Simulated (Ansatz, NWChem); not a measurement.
C5H6 (pent-3-en-1-yne): the vertical ionisation energy from total energies

C5H6 has 11 atoms, charge 0, and is taken as a singlet. As SMILES, `C#C/C=C/C`. The shape is that of a PBE0-D4/def2-TZVP optimisation.

Both states at this one shape; open shells run unrestricted unless said. 1 Eh = 27.2114 eV.

| level | program | singlet C5H6 (Eh) | doublet [C5H6]+ (Eh) |
| --- | --- | --- | --- |
| PBE0/6-31G | NWChem | -193.764740 | -193.444905 |
| B3LYP/def2-SVPD | Ansatz | -193.925892 | -193.599780 |

**Question.** Work out the vertical ionisation energy at each level.

**Answer.** 
1. PBE0/6-31G: -193.444905 − (-193.764740) = 0.319835 Eh = 8.70 eV.
2. B3LYP/def2-SVPD: -193.599780 − (-193.925892) = 0.326112 Eh = 8.87 eV.

No measured value is set beside it here; the levels span 8.70 to 8.87 eV.
